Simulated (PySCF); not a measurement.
Compound: C₅H₅F.
Atom-mapped SMILES: `[F:1][C:2]1=[CH:3][CH2:4][CH:5]=[CH:6]1` (hydrogens: H7 on C3; H8, H9 on C4; H10 on C5; H11 on C6)

Theory: PBE0-D3(BJ)/def2-SVP geometry optimisation, gas phase (PySCF 2.14.0).

Task: Give the optimised bond lengths and angles.

Result: 
```tsv
bond	length (Å)
F1–C2	1.324
C2=C3	1.347
C3–C4	1.495
C4–C5	1.498
C5=C6	1.348
C2–C6	1.459
C3–H7	1.088
C4–H8, C4–H9	1.106
C5–H10	1.090
C6–H11	1.091
```

Bonds in one row agree within 0.01 Å and their mean is given. A selection of angles:
```tsv
angle	degrees
F1–C2–C3	126.8
F1–C2–C6	121.5
C3–C2–C6	111.7
C2–C3–C4	106.9
C2–C3–H7	127.0
C4–C3–H7	126.0
C3–C4–C5	104.5
C3–C4–H8	112.1
C5–C4–H8	111.1
H8–C4–H9	105.7
C4–C5–C6	109.2
C4–C5–H10	124.1
C6–C5–H10	126.7
C5–C6–H11	128.0
C2–C6–C5	107.7
C2–C6–H11	124.3
```

Torsions: F1–C2–C3–C4 180° (antiperiplanar); C2–C3–C4–C5 0° (synperiplanar); C3–C4–C5–C6 0° (synperiplanar); C4–C5–C6–C2 0° (synperiplanar); F1–C2–C6–C5 180° (antiperiplanar).

The 6 heavy atoms lie in one plane (0.001 Å rms). The C–C distances run from 1.347 Å (C2=C3, drawn double) to 1.498 Å (C4–C5, drawn single), a spread of 0.151 Å. The 5-membered ring C2–C3–C4–C5–C6 has internal angles of 104.5° to 111.7° (sum 540°, against 540° for a flat polygon); it is planar, 0.00 Å rms from its mean plane, widest ring torsion 0°.

Point group: Cs (tolerance 0.08 Å). Stationary, but not proved a minimum.
